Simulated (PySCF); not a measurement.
C₃H₆S.
Z-matrix (Å and degrees, PBE0-D3(BJ)/def2-TZVP geometry), rows numbered from 1:
```
C 
C   1  1.3304
S   2  1.7342  1  128.85
C   3  1.7891  2  102.12  1    -0.45
H   1  1.0827  2  119.91  3   179.90
H   1  1.0823  2  122.94  3    -0.13
H   2  1.0864  1  120.30  3  -179.98
H   4  1.0913  3  111.07  2    62.20
H   4  1.0913  3  110.91  2   -60.37
H   4  1.0897  3  106.57  2  -179.05
```

The closed-shell ground state was solved at several levels (PySCF, density fitting, gas phase, non-relativistic). One conformer (not necessarily the lowest) at the PBE0-D3(BJ)/def2-TZVP geometry, without solvent, vibrations or thermal averaging.

```json
{"level": "wB97X-D/pcSseg-2", "basis functions": "235", "total energy (Eh)": "-516.1186", "HOMO (eV)": "-8.04", "LUMO (eV)": "1.93", "gap (eV)": "9.97", "dipole (D)": "1.17"}
{"level": "KT3/pcSseg-2", "basis functions": "235", "total energy (Eh)": "-520.9259", "HOMO (eV)": "-5.24", "LUMO (eV)": "-0.73", "gap (eV)": "4.51", "dipole (D)": "1.10"}
{"level": "B97-2/pcSseg-2", "basis functions": "235", "total energy (Eh)": "-516.1468", "HOMO (eV)": "-6.02", "LUMO (eV)": "0.12", "gap (eV)": "6.14", "dipole (D)": "1.15"}
```

Task: Estimate the row for PBE0/pcSseg-2, a basis of 235 functions; the other rows only guide the guess.

Result: Total energy -515.8735 Eh, HOMO -6.25 eV, LUMO 0.16 eV, gap 6.41 eV, dipole 1.16 D.

Task: Over all these levels, which gives the widest orbital gap and which the narrowest?

Result: wB97X-D/pcSseg-2 (range-separated hybrid) has the widest, 9.97 eV, and KT3/pcSseg-2 (GGA) the narrowest, 4.51 eV. From the narrowest to the widest the HOMO moves by -2.80 eV and the LUMO by +2.66 eV.

Task: In the pcSseg-2 basis, how does the gap go with the fixed share of exact exchange?

Result: KT3 (0 %) 4.51 eV; B97-2 (21 %) 6.14 eV; PBE0 (25 %) 6.41 eV. Each rise in the share widens the gap here.

Task: How far do the dipole and the HOMO energy spread over the levels?

Result: The dipole runs from 1.10 to 1.17 D (mean 1.15 D) and the HOMO from -8.04 to -5.24 eV.

wB97X-D is run here without its empirical dispersion term; that term would change no orbital, density or response property at a fixed geometry.
